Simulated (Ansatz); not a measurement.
Input file:

```yaml
crystal:
  periodic: [false, false, false]
  atoms:
    - {symbol: C, position_ang: [0.000000, -0.184129, 1.945650]}
    - {symbol: Al, position_ang: [0.000000, 0.064396, -0.006581]}
    - {symbol: O, position_ang: [0.000000, -0.018876, -1.607235]}
    - {symbol: H, position_ang: [0.000000, 0.769929, 2.503856]}
basis:
  gaussian: {orbitals: cc-pVDZ}
total_charge: 1
magnetization: {spin_polarized: true, initial_magnetization: 1}
hamiltonian: {xc: hf}
output: {orbitals: {seedname: orbitals}}
```

```sh
$ ansatz run in.yaml --threads 1 --pin off --events-out ev --progress --plain --max-ram 2393MiB
```

Task: Roughly how long does this take on 1 thread of Arm Neoverse V1, shared host, and how much host memory?

Result: 4.8 s wall and 0.1 GiB.

```
486 factors; integrals over basis functions are off by at most 6.8e-4 eV
mean field evaluation 1: about -9635.4498 eV, gradient 5.8e1 eV
mean field evaluation 2: about -9635.5006 eV, gradient 5.7e1 eV
mean field evaluation 4: about -9649.0669 eV, gradient 1.8e1 eV
mean field evaluation 8: about -9652.0125 eV, gradient 5.9e-1 eV
mean field evaluation 16: about -9652.0627 eV, gradient 1.1e1 eV
mean field evaluation 32: about -9654.6266 eV, gradient 1.7e-1 eV
mean field evaluation 64: about -9655.1857 eV, gradient 3.4e-1 eV
mean field evaluation 96: about -9654.1691 eV, gradient 4.1e0 eV
mean field evaluation 128: about -9655.1838 eV, gradient 1.5e-2 eV
mean field evaluation 160: about -9654.0999 eV, gradient 3.1e-1 eV
mean field evaluation 192: about -9655.1767 eV, gradient 5.0e-3 eV
mean field evaluation 224: about -9653.7475 eV, gradient 7.6e-1 eV
mean field evaluation 256: about -9653.8016 eV, gradient 8.3e-1 eV
mean field evaluation 288: about -9647.5181 eV, gradient 3.2e1 eV
mean field evaluation 320: about -9655.1767 eV, gradient 5.8e-3 eV
mean field evaluation 352: about -9653.9278 eV, gradient 2.9e0 eV
mean field evaluation 384: about -9651.0557 eV, gradient 5.0e0 eV
mean field evaluation 416: about -9655.1767 eV, gradient 1.3e-6 eV
mean field evaluation 448: about -9652.0345 eV, gradient 3.9e-1 eV
mean field evaluation 480: about -9654.3425 eV, gradient 7.5e-1 eV
mean field evaluation 512: about -9654.6281 eV, gradient 8.1e-2 eV
mean field evaluation 544: about -9653.7096 eV, gradient 1.1e0 eV
mean field -9655.19051400 eV, -354.8217068663 hartree, gradient 2.0e-6 eV, S^2 1.771004; 13 other end points of the search recorded, 0 dependent functions left out
reference -9655.19051400 eV, -354.8217068663 hartree; 14, 13 occupied and 37, 38 virtual orbitals, 486 factors
Total energy: -9655.19051400 eV, -354.8217068663 hartree
```
